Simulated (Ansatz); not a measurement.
Which is lower?

Two relaxed structures of C2HO, doublet (PBE0-D4/def2-TZVP; forces vanish, vibrations not checked).

A:

```
4
angstrom
C -0.6180 -1.0002 0.0570
C 0.2607 0.0150 0.0981
O -0.8364 0.4736 -0.4710
H 1.1937 0.5116 0.3160
```

B:

C1  (-0.237, -1.303, 0.488)
C2  (-0.414, -0.188, -0.115)
O3  (-0.579, 0.852, -0.838)
H4  (-1.362, 1.355, -0.561)
(Å)

Ansatz 0.2.0; basis: def2-TZVPP; cores frozen in the correlated methods; orbitals are unrestricted. B3LYP uses VWN-RPA correlation.

(1) Which structure is lower at CCSD(T), and by how much? (Judge from chemistry; the value comes from the calculation.)

(2) Do the other methods give the same order? (Judge from chemistry; the calculation decides.)

T1 diagnostic: at most 0.022. ⟨S²⟩ of the unrestricted Hartree–Fock references: 0.76 to 0.78 (a pure state has 0.75).

Answers

(1) Computed: A, by 0.071 eV (electronic energy, against the other). By their contacts, A is C₂HO ([C]1[CH][O]1) and B is C₂HO ([C][C][OH]).

(2) The calculation gives: Not all: HF, CCSD give the other order.

```tsv
method	E(B) − E(A) (eV)
PBE-D4	0.171
r2SCAN-D4	0.102
PBE0-D4	0.104
B3LYP-D4	0.020
wB97M-V	0.075
HF	-0.312
MP2	0.130
CCSD	-0.023
CCSD(T)	0.071
```

Labels in which every atom is bracketed show which atoms are joined, not bond orders.

For scale, one of the runs: CCSD(T)/def2-TZVPP, 107 basis functions, launched by `ansatz run in.yaml --threads 2 --pin off --events-out ev --progress --plain --max-ram 4352MiB`. Time: 15 s of wall clock on 2 CPU threads of an Arm Neoverse V2; the host was shared. Peak host memory: 0.83 GiB.
